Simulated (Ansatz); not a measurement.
## Pulling the pair apart

The pair of H₂O₂ (SMILES OO, atoms 1–4) and H₂O₂ (SMILES OO, atoms 5–8), both closed shells, in one local arrangement (a lower one may exist), relaxed at PBE0-D4/def2-TZVP:

O1  (-0.609, -0.162, -1.748)
O2  (0.499, 0.666, -1.405)
H3  (-0.976, -0.350, -0.866)
H4  (1.243, 0.071, -1.566)
O5  (-0.630, 0.286, 1.065)
O6  (0.220, -0.753, 1.548)
H7  (-0.016, 0.773, 0.486)
H8  (0.270, -0.531, 2.486)
(Å)

H₂O₂ is shifted rigidly along the line between the mean atom positions of the two fragments (negative: closer). Counterpoise interaction energies in kcal/mol. Ansatz 0.2.0; basis: def2-TZVPPD; cores frozen in the correlated methods.

```
shift (Å)    MP2  r2SCAN-D4  PBE-D4
    -0.20  -4.81      -6.66   -5.89
    -0.10  -5.82      -7.41   -6.78
     0.00  -6.23      -7.58   -7.07
     0.10  -6.24      -7.39   -6.99
     0.24  -5.88      -6.78   -6.52
     0.49  -4.76      -5.31   -5.24
     0.98  -2.77      -2.95   -3.04
     1.96  -0.93      -0.93   -0.98
```

Q: What does CCSD(T) give at these shifts? (Judge from chemistry; the value comes from the calculation.)

A: By the calculation: -4.65, -5.73, -6.18, -6.23, -5.89, -4.79, -2.78, -0.92 kcal/mol. For zero shift, CCSD(T) at an estimated basis limit (MP2 extrapolated from triple and quadruple zeta, plus CCSD(T) − MP2 in triple zeta) gives -6.91 kcal/mol. These are counterpoise interaction energies, counted from the two frozen fragments.

T1 diagnostic: at most 0.013.

For scale, one of the runs: CCSD(T)/def2-TZVPPD, 228 basis functions, launched by `ansatz run in.yaml --threads 4 --pin off --events-out ev --progress --plain --max-ram 9574MiB`. Time: 100 s of wall clock on 4 CPU threads of an Arm Neoverse V1; the host was shared. Peak host memory: 4.2 GiB.
